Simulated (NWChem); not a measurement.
System: tetrafluoroethylene (C$_{2}$F$_{4}$); SMILES C(F)(=C(F)F)F

The following NWChem deck was run.

```
start job
memory heap 200 mb stack 900 mb global 1100 mb
geometry units angstroms noautoz
  F      1.109455    -1.395653     0.000000
  C      0.000000    -0.672211     0.000000
  F     -1.109455    -1.395653     0.000000
  C      0.000000     0.672211     0.000000
  F     -1.109455     1.395653     0.000000
  F      1.109455     1.395653     0.000000
end
basis spherical
  * library 6-31+g*
end
dft
  xc xcamb88 1.00 lyp 0.81 vwn_5 0.19 hfexch 1.00
  cam 0.33 cam_alpha 0.19 cam_beta 0.46
  iterations 150
end
tddft
  cis
  nroots 6
  notriplet
end
task tddft energy
```

Coordinates come from a PBE-D3(BJ)/def2-SVP optimisation.

Vertical excitations in the gas phase.

### Question
Give the results of this calculation. (CAM-B3LYP/6-31+G* (spherical d), TDA.) Quantities: basis functions; lowest excitation, singlet (eV); oscillator strength of that lowest state; lowest state with f > 0.02, singlet (eV); oscillator strength of that bright state; orbital gap (eV).

### Answer
The number of basis functions comes out as 108. The lowest excitation, singlet (eV) is 6.52. The oscillator strength of that lowest state is 0.031 and the lowest state with f > 0.02, singlet (eV) comes out as 6.52. The oscillator strength of that bright state comes out as 0.031. The orbital gap (eV) is 9.83.
